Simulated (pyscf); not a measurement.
Optimised with ωB97X-D3(BJ)/def2-SVP in PySCF. Correlated levels are frozen-core, on RHF or UHF. ΔMP2 is the change of the MP2 total energy from the triple- to the quadruple-zeta basis.

SMILES: [NH2][Zn][SH]
```xyz
6

N      0.7215    -1.1093    -0.4247
Zn     0.3235     0.6543    -0.4456
S     -0.0761     2.7805    -0.5716
H      0.0471    -1.8090    -0.7190
H      1.3162    -1.5103     0.2940
H     -0.9176     2.7734     0.4825
```

**Question.** How much does it cost (ΔH, 298 K, CCSD(T)/def2-TZVPP + ΔMP2(QZVPP)) to split H₂N–Zn–SH (SMILES [NH2][Zn][SH]) at its S–Zn bond into [H₂N–Zn]• + SH•?

**Answer.** S–Zn to [H₂N–Zn]• + SH•: 88.8 kcal/mol. The radicals are drawn with the spin at the cut bond; how far it spreads was not checked. Other isomers of [H₂N–Zn]• were not searched in full and may lie lower. The CCSD(T) − MP2 part came from Ansatz, without density fitting, on the same reference. The frozen core leaves the outer d or s,p core shells of the metals and heavy elements correlated in the MP2 and CC values, and def2-TZVPP describes them poorly, which can shift differences by a few kcal/mol. Left out: the spin-orbit lowering of SH. Elements up to Kr have no core potential and no relativistic terms here.
